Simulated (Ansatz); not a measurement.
Molecule: sodium chloride, NaCl (charge 0, singlet). SMILES: [Na][Cl]
Coordinates optimised at B3LYP-D3(BJ)/def2-TZVP (Ansatz, a program for electronic structure):
```xyz
2

Na     0.0000     0.0000    -1.4348
Cl     0.0000     0.0000     0.9284
```

Property: vertical electron affinity to the doublet, in eV. Conventions: each state is the SCF solution reached for its charge and spin; 6-31G* and kin with 6d, 5d where marked; non-relativistic; open shells spin-unrestricted; 6-311+G** with 5d, 6d on Na to Ar in Ansatz; no spin-orbit coupling. Ab initio and DFT rows: single points at B3LYP-D3(BJ) geometries (Ansatz).

```json
[
 {"level": "B3LYP/STO-3G", "program": "Ansatz", "vertical electron affinity to the doublet (eV)": "-8.95"},
 {"level": "B3LYP/3-21G", "program": "Ansatz", "vertical electron affinity to the doublet (eV)": "0.78"},
 {"level": "B3LYP/6-31G*", "program": "Ansatz", "vertical electron affinity to the doublet (eV)": "0.71"},
 {"level": "B3LYP/6-311+G**", "program": "Ansatz", "vertical electron affinity to the doublet (eV)": "0.84"},
 {"level": "B3LYP/def2-TZVPD", "program": "Ansatz", "vertical electron affinity to the doublet (eV)": "0.78"}
]
```

No value to compare with is used here. The 4 habitual levels span -8.95 (B3LYP/STO-3G) to 0.84 eV (B3LYP/6-311+G**); B3LYP/def2-TZVPD gives 0.78.

The sets are all those run for this method; runs whose electronic state is in doubt are left out.
